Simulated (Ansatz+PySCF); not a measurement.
## triplet C₄H₆: levels of theory in one basis

```xyz
10

C    -0.0093   -0.0034    0.0014
C     1.4112   -0.0043   -0.0084
C    -0.7070    1.2203   -0.0089
C    -0.7070   -1.2331   -0.0056
H     1.9844   -0.9303   -0.0015
H     1.9697    0.9435    0.0004
H    -1.8084    1.2402   -0.0011
H    -0.1690    2.1840   -0.0034
H    -1.7913   -1.2480   -0.0044
H    -0.1868   -2.1776    0.0027
```

Basis set: def2-SVP (spherical functions). Frozen core: 4 orbitals. Correlation on ROHF uses semicanonical orbitals with singles. Charge 0, multiplicity 3.

Computed with Ansatz (development build ahead of 0.2.0); each method stands on the lowest determinant of its kind that the runs found. NEVPT2 correlates all electrons. Active spaces start from the frontier orbitals, and the lowest solution found is given.

| method | E − E(ROHF) (eV) | <S²> of the determinant |
| --- | --- | --- |
| ROHF | 0.00 | 2.00 |
| UHF | -0.93 | 2.20 |
| ROHF-MP2 | -14.18 | – |
| UHF-MP2 | -13.87 | 2.20 |
| SC-NEVPT2(4,4) | -14.56 | – |

(1) What does CASSCF(4,4) give on the same scale?

(2) Is a single determinant a sound starting point here?

Results:

(1) -1.08 eV.

(2) Only with care. Unrestricted orbitals gain 0.93 eV and <S²> is 2.20 against 2.00 for a pure state, a contamination that matters most for the unrestricted series. The CASSCF(4,4) natural occupations are 1.91, 1.00, 1.00, 0.09.

Caution for ROHF, ROHF-MP2: an unrestricted determinant lies well below. Caution for UHF, UHF-MP2: the unrestricted determinant is spin contaminated.
